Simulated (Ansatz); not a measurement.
**BFH5N (built from SMILES BN.F): search for a transition state**

Is there a first-order saddle for this four-centre ligand exchange, which should form B1–F6, N2–H5 and break B1–N2, H5–F6, and which two structures does it connect?

Computed with Ansatz 0.2.0, Gaussian basis. Level: PBE0-D4, def2-SVP first, then def2-TZVP.

152 further runs of the same task are left out: 152 set aside as unsound or not needed.

## Step 1: Where the work starts

The guess: 8 atoms, charge 0, spin multiplicity 1.

Atoms are counted from 1 here; the program's logs count them from 0.

Bond lengths: B1–N2 1.486 Å, B1–H3 1.167 Å, B1–H4 1.167 Å, N2–H5 1.304 Å, N2–H7 1.009 Å, N2–H8 1.009 Å, H5–F6 1.135 Å. Angles: N2–B1–H3 117.7°, N2–B1–H4 117.7°, H3–B1–H4 122.4°, B1–N2–H5 74.5°, B1–N2–H7 119.9°, B1–N2–H8 119.9°, H5–N2–H7 113.2°, H5–N2–H8 113.2°, H7–N2–H8 110.9°, N2–H5–F6 144.8°.

Geometry (Å):

```mol
BFH5N
  3D, bonds by distance, orders not assigned

  8  7  0  0  0  0  0  0  0  0999 V2000
    0.3675    0.2405    0.6464 B   0  0
   -0.3066   -0.7099   -0.2752 N   0  0
    1.5342    0.2592    0.6492 H   0  0
   -0.2681    0.7047    1.5079 H   0  0
   -0.3168    0.4396   -0.8914 H   0  0
   -0.0139    1.5317   -0.8239 F   0  0
   -1.2307   -1.0525   -0.0571 H   0  0
    0.2344   -1.4133   -0.7559 H   0  0
  1  2  8  0
  1  3  8  0
  1  4  8  0
  2  5  8  0
  2  7  8  0
  2  8  8  0
  5  6  8  0
M  END
```

Distances that are to change: B1–F6 1.99 Å, N2–H5 1.30 Å, B1–N2 1.49 Å, H5–F6 1.14 Å.

## Step 2: Relaxing the guess with the reacting distances held

Contents of hold/in.yaml:

```yaml
crystal:
  periodic: [false, false, false]
  atoms:
    - {symbol: B, position_ang: [0.367500, 0.240500, 0.646400]}
    - {symbol: N, position_ang: [-0.306600, -0.709900, -0.275200]}
    - {symbol: H, position_ang: [1.534200, 0.259200, 0.649200]}
    - {symbol: H, position_ang: [-0.268100, 0.704700, 1.507900]}
    - {symbol: H, position_ang: [-0.316800, 0.439600, -0.891400]}
    - {symbol: F, position_ang: [-0.013900, 1.531700, -0.823900]}
    - {symbol: H, position_ang: [-1.230700, -1.052500, -0.057100]}
    - {symbol: H, position_ang: [0.234400, -1.413300, -0.755900]}
basis:
  gaussian: {orbitals: def2-SVP}
hamiltonian: {xc: pbe0, dispersion: d4}
relax: {f_tol: 0.04, max_steps: 150, escape_saddle: false, constraints: [{distance: [0, 5]}, {distance: [1, 4]}, {distance: [0, 1]}, {distance: [4, 5]}]}
```

The run is started by

```bash
$ ansatz run in.yaml --threads 2 --pin off --events-out ev --progress --plain --max-ram 4352MiB
```

After this run come: A starting Hessian; Saddle search in the small basis; Saddle search in triple zeta; Checking the order of the point; Relaxing after a step of 0.30 Å one way along the mode; Relaxing after a step of 0.30 Å the other way along the mode.

What does the calculation give? Wanted: imaginary mode; barrier from the start side; barrier from the end side; energy of the step; pairs that change; zero-point energy at the saddle.

As calculated:

```
                       quantity                                                     value
                 imaginary mode                                                 726i cm⁻¹
    barrier from the start side                                                  0.574 eV
      barrier from the end side                                                  1.388 eV
             energy of the step                                                 -0.814 eV
              pairs that change  B1–F6 formed, N2–H5 formed, B1–N2 loosened, H5–F6 broken
zero-point energy at the saddle                                                  1.609 eV
```

**Reading.** The point has a single imaginary mode (726i cm⁻¹), as a transition state must. It joins the planned start and end. A bond meant to break is only loosened at the end: the products stay bound as an adduct. At PBE0-D4/def2-TZVP the electronic barrier is 0.574 eV, about 22 kT at 298 K, and the step runs 0.814 eV downhill. A step off the saddle overshot and began above it in energy, so the link to its end is likely but not proven. The ends are the nearest minima, not always the lowest complexes.
